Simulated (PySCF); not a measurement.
A geometry optimisation on `[SiH3][SiH3]`.

Method: PBE0-D3(BJ)/def2-SVP geometry optimisation, gas phase (PySCF 2.14.0). Start geometry: GFN2-xTB. The command runs a driver script over a list of jobs; the input below is this job's line of settings and its coordinates in Å.

Command:
```bash
OMP_NUM_THREADS=1 python probes_run.py task.json out
```

Input:
```
{"job": {"xc": "PBE0", "basis": "def2-SVP", "d3": "d3bj", "grid": 1, "shake": 0.01, "kind": "geom"}, "charge": 0, "multiplicity": 1}
Si    -1.124450     0.091380    -0.016820
Si     1.142810    -0.117720     0.012050
H     -1.805370    -0.788770    -0.990070
H     -1.536170     1.474200    -0.387570
H     -1.759860    -0.173100     1.269620
H      1.562020    -1.466850     0.371830
H      1.799100     0.783070     0.979890
H      1.777050     0.178640    -1.291400
```

Output:
```
step   0  E = -582.13483875  max force = 0.015138
step   1  E = -582.13877136  max force = 0.001928
step   2  E = -582.13883833  max force = 0.000818
step   3  E = -582.13884868  max force = 0.000102
optimisation converged
```

Energies in Eh; «max force» is the largest Cartesian gradient component in Eh/bohr.

Question: How much energy does the optimisation release, in kJ/mol?

Answer: E(step 0) − E(last step) = 0.004010 Eh, which is 10.5 kJ/mol.

Question: Give the first gradient maximum in eV/Å.

Answer: With 1 Eh/bohr = 51.422 eV/Å, 0.778 eV/Å.

In short: final energy -582.13885 Eh after 3 steps; dipole 0.01 D.

The run took 7.5 s of wall time on one thread of an Arm Neoverse N1, shared host, and the process peaked at 0.30 GiB of memory.
Labels such as C1 count atoms from 1, the log's own numbers from 0.
